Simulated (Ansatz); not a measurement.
```yaml
crystal:
  periodic: [false, false, false]
  atoms:
    - {symbol: Al, position_ang: [-1.700452, 0.091186, -0.022672]}
    - {symbol: As, position_ang: [0.675868, -0.058658, 0.009486]}
    - {symbol: H, position_ang: [-2.403991, 1.485903, -0.060820]}
    - {symbol: H, position_ang: [-2.792283, -1.018458, -0.012464]}
    - {symbol: H, position_ang: [0.477434, 1.451731, -0.024953]}
basis:
  gaussian: {orbitals: def2-TZVP}
magnetization: {spin_polarized: true, initial_magnetization: 1}
hamiltonian: {xc: pbe0}
relax: {f_tol: 0.004, max_steps: 80}
```

```sh
$ ansatz run in.yaml --threads 1 --pin off --events-out ev --progress --plain --max-ram 2176MiB
```

Steps of the relaxation (energy above the last step; positions in Å, forces in eV/Å):

```
5
step 1, 141.9 meV
Al   -1.700    0.091   -0.023   -0.623    0.076   -0.009
As    0.676   -0.059    0.009    0.345   -0.132    0.007
H    -2.404    1.486   -0.061    0.058    0.505   -0.010
H    -2.792   -1.018   -0.012   -0.049   -0.641    0.013
H     0.477    1.452   -0.025    0.269    0.192   -0.001
```

```
5
step 2, 28.7 meV
Al   -1.830    0.096   -0.024    0.007    0.171   -0.004
As    0.609   -0.046    0.008    0.018    0.199   -0.004
H    -2.389    1.591   -0.063   -0.149   -0.177    0.002
H    -2.780   -1.190   -0.009    0.124    0.143   -0.002
H     0.647    1.501   -0.024    0.001   -0.336    0.007
```

```
5
step 3, 8.3 meV
Al   -1.821    0.134   -0.025    0.002    0.027   -0.001
As    0.619   -0.068    0.009   -0.126    0.142   -0.005
H    -2.471    1.589   -0.064   -0.006   -0.113    0.002
H    -2.736   -1.170   -0.009    0.047    0.063   -0.001
H     0.665    1.467   -0.023    0.083   -0.119    0.004
```

```
5
step 4, 1.3 meV
Al   -1.829    0.146   -0.025   -0.020    0.069   -0.002
As    0.607   -0.064    0.009   -0.053    0.012   -0.001
H    -2.529    1.574   -0.064    0.027   -0.040    0.001
H    -2.726   -1.163   -0.009    0.028   -0.024    0.001
H     0.733    1.460   -0.022    0.018   -0.016    0.001
```

```
5
step 5, 0.7 meV
Al   -1.841    0.161   -0.026    0.094   -0.114    0.004
As    0.590   -0.066    0.009   -0.016    0.007    0.000
H    -2.541    1.574   -0.064   -0.068    0.109   -0.003
H    -2.704   -1.170   -0.008   -0.017   -0.001    0.000
H     0.753    1.453   -0.022    0.007   -0.001    0.000
```

```
5
step 6, 0.0 meV
Al   -1.838    0.158   -0.026    0.011   -0.006    0.000
As    0.592   -0.066    0.009   -0.006    0.003    0.000
H    -2.548    1.576   -0.064   -0.005    0.009    0.000
H    -2.707   -1.170   -0.008   -0.001   -0.003    0.000
H     0.758    1.453   -0.022    0.001   -0.002    0.000
```

```
5
step 7, 0.0 meV
Al   -1.838    0.159   -0.026    0.000    0.000    0.000
As    0.591   -0.066    0.009    0.000    0.000    0.000
H    -2.550    1.577   -0.065    0.000    0.000    0.000
H    -2.706   -1.170   -0.008    0.000    0.000    0.000
H     0.760    1.453   -0.022    0.000    0.000    0.000
```

Close pairs at the end: As2–H5 1.528 Å, Al1–H3 1.587 Å, Al1–H4 1.587 Å, Al1–As2 2.440 Å.

A stationary point of unrestricted PBE0 after 7 steps, with ⟨S²⟩ = 0.754 against 0.75 for a pure state; no frequencies were run, so it isn't proven a minimum. 41 s on 1 thread of Arm Neoverse V2, shared host.
